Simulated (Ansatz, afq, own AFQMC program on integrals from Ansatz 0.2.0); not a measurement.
## B2H2, singlet → B$_{2}$H$_{2}$⁺, doublet

```xyz
4

B     0.0000    0.0000    0.7529
B     0.0000    0.0000   -1.0096
H     0.0000    1.0240    1.3765
H     0.0000   -1.0240    1.3765
```

Connectivity, by distances: BH2–B.

E(doublet, charge +1) − E(singlet, charge +0) at this geometry, on RHF and UHF determinants.

Basis cc-pVTZ. Only valence electrons are correlated. Integrals, coupled cluster, full CI and functionals: Ansatz 0.2.0; the random walks run on the same integrals in our own AFQMC program. The CISD trial takes its coefficients from CCSD amplitudes. Released means that phaseless walkers are propagated on without the constraint, phases kept. Free projection: walkers drawn from exp(T), propagated without any constraint. Its projection time is finite, and what remains of the start isn't in its error. Error bars are statistical, one sigma. The errors of all members are added in quadrature.

No full CI on the walks' own integrals is used here; CCSDT(Q) serves as the reference and is uncertain by about the last step of the cluster series. Each member takes its own surest rung, up to full CI.

The best estimate is CCSD(T) at the basis-set limit (CBS: def2-TZVPP and def2-QZVPP, with their diffuse functions for anions and beside diffuse sets, CCSD(T) itself extrapolated) plus the step from CCSD(T) to CCSDT(Q) in cc-pVTZ. Rows without CBS are in cc-pVTZ; B2PLYP and the wave-function rows carry a basis error of their own. Core correlation and relativity beyond core potentials are missing, and ± holds the sampling alone.

Cautions: B₂H₂ (singlet): another spin lies lower, restricted determinant unstable towards unrestricted (UHF 599 meV lower, ⟨S²⟩ 0.86), CCSDT(Q) on the UHF determinant differs (156 meV lower), perhaps since the unrestricted series falls towards higher spin, its ph-AFQMC/CISD value lies 22 ± 4 meV above CCSDT(Q).

```json
{"level": "MP2", "vertical ionization energy (kJ/mol)": "802.4"}
{"level": "HF", "vertical ionization energy (kJ/mol)": "708.7"}
{"level": "CCSD", "vertical ionization energy (kJ/mol)": "826.1"}
```

Problem. From these cheaper values, estimate the vertical ionization energy at the level of the best estimate.

Solution. 837.7 kJ/mol (best estimate, highest rung CCSDT(Q)).

| level | vertical ionization energy (kJ/mol) | error against the best estimate (kJ/mol) |
| --- | --- | --- |
| CCSD(T) | 830.4 | -7.3 |
| CCSDT | 830.9 | -6.9 |
| CCSDT(Q) | 831.2 | -6.5 |
| ph-AFQMC/CISD | 830.1 ± 0.6 | -7.6 ± 0.6 |
| released AFQMC | 831.2 ± 0.7 | -6.5 ± 0.7 |
| free AFQMC | 829.8 ± 0.9 | -7.9 ± 0.9 |
| HF/CBS | 709.3 | -128.4 |
| MP2/CBS | 812.6 | -25.2 |
| CCSD(T)/CBS | 836.8 | -0.9 |

Correlation beyond CCSD(T) adds 0.9 kJ/mol. Going to the basis-set limit adds 6.5 kJ/mol at CCSD(T). The perturbative (T) step is worth +4.2 kJ/mol.

Best estimates are given only where the step beyond CCSD(T) is under 0.3 eV and no member's determinant is very poor (T1 over 0.05, or 0.07 for open shells, ⟨S²⟩ too high by 0.3, two states mixed), so the hardest cases are missing from such tables.

CCSDT and higher add their correlation energy to the determinant of the CCSD(T) run, since their own runs factorise the integrals more tightly (a shift of under 2 meV). Free projections are given only where their last times agree within the noise and don't stop above the reference; a slow remainder of the start can still hide under it. Each member of a difference takes its own highest rung, so a best estimate needn't equal the limit plus the step of one row. A walk keeps the symmetry of its determinant, which the program's search chose and which needn't be the lowest solution, so a lower state of the same spin and another symmetry isn't excluded. Released energies are given only where the last usable release times agree within the noise; a slower fall can still hide under it.
